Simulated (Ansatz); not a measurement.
fcc Ir was calculated with PBE in Ansatz (plane waves, PAW).

Run with plane-wave cutoff 520 eV, 18×18×18 k mesh, Fermi–Dirac smearing 0.1 eV, perturbation theory, force constants from a 6×6×6 q mesh, no spin polarisation, scalar-relativistic PAW data made under PBE.

Computed at the level's own relaxed cell. Harmonic vibrational thermodynamics at fixed volume:

```tsv
T (K)	S_vib (J/K per mol of atoms)	C_V (J/K per mol of atoms)	F_vib (eV/atom)
200	26.26	22.86	0.0018
400	[?]	[?]	[?]
600	[?]	[?]	[?]
700	[?]	[?]	[?]
800	[?]	[?]	[?]
900	[?]	[?]	[?]
1000	[?]	[?]	[?]
```

Q: What belongs in the gaps?

A: 
- 400, S_vib (J/K per mol of atoms): 42.75
- 400, C_V (J/K per mol of atoms): 24.40
- 400, F_vib (eV/atom): -0.0716
- 600, S_vib (J/K per mol of atoms): 52.71
- 600, C_V (J/K per mol of atoms): 24.70
- 600, F_vib (eV/atom): -0.1712
- 700, S_vib (J/K per mol of atoms): 56.53
- 700, C_V (J/K per mol of atoms): 24.76
- 700, F_vib (eV/atom): -0.2278
- 800, S_vib (J/K per mol of atoms): 59.84
- 800, C_V (J/K per mol of atoms): 24.80
- 800, F_vib (eV/atom): -0.2882
- 900, S_vib (J/K per mol of atoms): 62.76
- 900, C_V (J/K per mol of atoms): 24.83
- 900, F_vib (eV/atom): -0.3517
- 1000, S_vib (J/K per mol of atoms): 65.38
- 1000, C_V (J/K per mol of atoms): 24.85
- 1000, F_vib (eV/atom): -0.4182

The crystal is taken as a harmonic solid at every temperature: melting, phase changes and thermal expansion are not seen, nor the electrons' share in a metal.

Ansatz is a program for electronic structure.
